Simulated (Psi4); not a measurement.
# SiH3OF (SMILES O[SiH2]F): entropy by statistical mechanics

A singlet with charge 0, relaxed at B3LYP-D3(BJ)/def2-SVP (density fitting) (Psi4 1.11):

```xyz
6

O    -0.8626   -0.2052   -0.9411
Si    0.3860   -0.0026    0.1212
F     0.1768   -0.9362    1.4355
H    -1.7321    0.1330   -0.6965
H     1.6078   -0.4484   -0.5800
H     0.4657    1.3945    0.6229
```

Harmonic wavenumbers in cm⁻¹: 256, 343, 644, 765, 822, 866, 916, 972, 1001, 2249, 2302, 3876.

Masses in u: O 15.999, Si 28.085, F 18.998, H 1.008. Take T = 298.15 K, p = 1 bar, R = 8.3145 J/(mol K), kT/hc = 207.22 cm⁻¹, rigid rotor and harmonic oscillator.

Question: Compute the standard molar entropy.

Answer: 
1. Translation (Sackur–Tetrode): S = R[3/2 ln M + 5/2 ln T − 1.1517] with M = 66.106 gives 161.1 J/(mol K).
2. Rotation: principal moments 21.612, 69.558, 83.848 u Å² give A, B, C = 0.78, 0.2424, 0.201 cm⁻¹; the symmetry number is σ = 1; q = (√π/σ)√((kT/hc)³/ABC) = 27121; S = R(ln q + 3/2) = 97.3.
3. Vibration: with u = ν̃/207.22, each mode gives R[u/(eᵘ − 1) − ln(1 − e⁻ᵘ)]; the sum is 17.5, most from 256 cm⁻¹ (7.1), 343 cm⁻¹ (5.0), 644 cm⁻¹ (1.6).
4. Spin and the two mirror images of this shape: R ln 2 = 5.8.
5. Sum: 161.1 + 97.3 + 17.5 + 5.8 = 281.7 J/(mol K).

No measured value is set beside it here. Where a soft mode is a torsion, a harmonic oscillator describes it poorly. One conformer is counted; others would raise S.
